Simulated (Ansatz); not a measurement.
Consider the hydrogenolysis of a C–F bond: `OC/N=C\F` + H₂ → `C=NCO` + H–F.

Program: Ansatz. Geometries: PBE0-D4/def2-TZVP. ΔE: electronic, gas phase. CCSD(T)/CBS adds triple-zeta CCSD(T) − MP2 to the extrapolated MP2 energy (def2 sets, frozen cores). This one scheme is used for every species. DFT in def2-TZVPP. B3LYP here is the variant with VWN-RPA as its local correlation; programs differ in this. Each species was taken in one conformer, which may not be the lowest.

Q: Is it downhill or uphill in electronic energy at CCSD(T)/CBS, and by how much? (An estimate is asked.)

A: The calculation gave: Downhill: ΔE = -0.65 eV.

Q: What do these levels give: r2SCAN-D4, PBE0-D4, ωB97M-V, B3LYP, MP2/def2-SVP, SCS-MP2/def2-TZVPP? (Best estimate.)

A: Ansatz gave: r2SCAN-D4 -0.39, PBE0-D4 -0.51, ωB97M-V -0.49, B3LYP -0.50, MP2/def2-SVP -0.44, SCS-MP2/def2-TZVPP -0.62 eV.

Largest T1 diagnostic among the species: 0.013.

From PBE to PBE0 (25 % exact exchange), in def2-TZVPP and without D4, ΔE moves by −0.09 eV. At CCSD(T), def2-SVP lies +0.20 eV from the extrapolated value and def2-TZVPP +0.04 eV. Leaving LDA and LC-ωPBE aside and taking each functional with its dispersion term where it has one, the values, not all of them listed here, spread over 0.19 eV, from PBE-QIDH to r2SCAN-D4. LDA lies +0.07 eV from PBE without D4.
